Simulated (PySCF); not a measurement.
Molecule: `O=C(O)C1CC1`, C4H6O2.

Atom-mapped SMILES (the numbers label the heavy atoms): `[O:1]=[C:2]([OH:3])[CH:4]1[CH2:5][CH2:6]1`. Each H is labelled by its parent atom. Ha(C5), Ha(C6) are cis to C2 on the ring; Hb(C5), Hb(C6) are trans to C2 on the ring.

Geometry PBE0-D3(BJ)/def2-SVP throughout; GIAO in PySCF 2.14.0 with density-fitted response routines, gas phase, one conformer, non-relativistic; equivalent atoms averaged; basis pcSseg-2.

Q: How do the shifts δ (against H2O, TMS at the same level) depend on the functional? (ppm; last column core-seconds on shared hosts with different chips, so compare them loosely; the GGAs took longer than the global hybrids here, which isn't the general rule, and the cause wasn't traced)

A: 
| functional | kind | O1 | O3 | C2 | C4 | C5/C6 | H(O3) | H(C4) | Ha(C5)/Ha(C6) | Hb(C5)/Hb(C6) | core-s |
| --- | --- | --- | --- | --- | --- | --- | --- | --- | --- | --- | --- |
| HF | Hartree–Fock | 403.2 | 156.5 | 183.1 | 10.5 | 5.2 | 5.61 | 1.38 | 1.10 | 0.75 | 16 |
| LDA | LDA | 440.9 | 209.4 | 183.5 | 18.5 | 12.5 | 5.26 | 1.64 | 1.20 | 0.93 | 35 |
| PBE | GGA | 424.9 | 200.8 | 178.4 | 17.2 | 12.1 | 5.07 | 1.55 | 1.17 | 0.90 | 43 |
| BLYP | GGA | 423.9 | 200.5 | 179.6 | 17.2 | 12.0 | 5.03 | 1.53 | 1.18 | 0.91 | 46 |
| BP86 | GGA | 421.6 | 198.9 | 178.2 | 17.4 | 12.3 | 5.06 | 1.54 | 1.18 | 0.90 | 42 |
| OPBE | GGA | 411.9 | 193.8 | 171.9 | 16.7 | 12.2 | 5.12 | 1.56 | 1.18 | 0.89 | 43 |
| KT2 | GGA | 399.7 | 189.5 | 170.3 | 14.3 | 10.1 | 4.88 | 1.48 | 1.12 | 0.88 | 48 |
| KT3 | GGA | 396.2 | 187.3 | 168.7 | 14.6 | 10.5 | 4.94 | 1.49 | 1.14 | 0.90 | 49 |
| B97-D | GGA | 407.2 | 192.5 | 174.4 | 16.6 | 11.8 | 5.09 | 1.51 | 1.17 | 0.90 | 50 |
| B3LYP | global hybrid | 425.7 | 191.2 | 182.5 | 16.3 | 10.6 | 5.22 | 1.51 | 1.17 | 0.87 | 38 |
| PBE0 | global hybrid | 426.0 | 189.0 | 181.7 | 16.0 | 10.3 | 5.26 | 1.51 | 1.16 | 0.85 | 33 |
| mPW1PW91 | global hybrid | 426.3 | 188.6 | 182.0 | 16.2 | 10.5 | 5.27 | 1.51 | 1.16 | 0.85 | 38 |
| WP04 | global hybrid | 417.3 | 186.1 | 183.3 | 18.5 | 12.7 | 5.49 | 1.55 | 1.28 | 0.93 | 36 |
| B97-2 | global hybrid | 414.7 | 185.7 | 178.5 | 15.8 | 10.6 | 5.23 | 1.50 | 1.16 | 0.85 | 36 |
| BHandHLYP | global hybrid | 422.6 | 178.0 | 184.6 | 14.3 | 8.4 | 5.41 | 1.47 | 1.15 | 0.83 | 34 |
| CAM-B3LYP | range-separated hybrid | 427.3 | 189.0 | 186.0 | 16.0 | 9.6 | 5.35 | 1.52 | 1.18 | 0.87 | 46 |
| wB97X-D | range-separated hybrid | 424.1 | 186.4 | 183.6 | 16.4 | 10.4 | 5.33 | 1.50 | 1.17 | 0.85 | 45 |
| LC-wPBE | range-separated hybrid | 425.6 | 185.7 | 188.2 | 16.8 | 9.9 | 5.44 | 1.54 | 1.20 | 0.86 | 60 |

Q: Which nucleus moves most, in ppm?

A: O3 (acid hydroxyl oxygen): from 156.5 ppm with HF to 209.4 ppm with LDA. The smallest spread is 0.17 ppm, at Ha(C5)/Ha(C6). Proton shifts span only some 12 ppm, so a few tenths of a ppm matter as much there as several ppm in carbon.
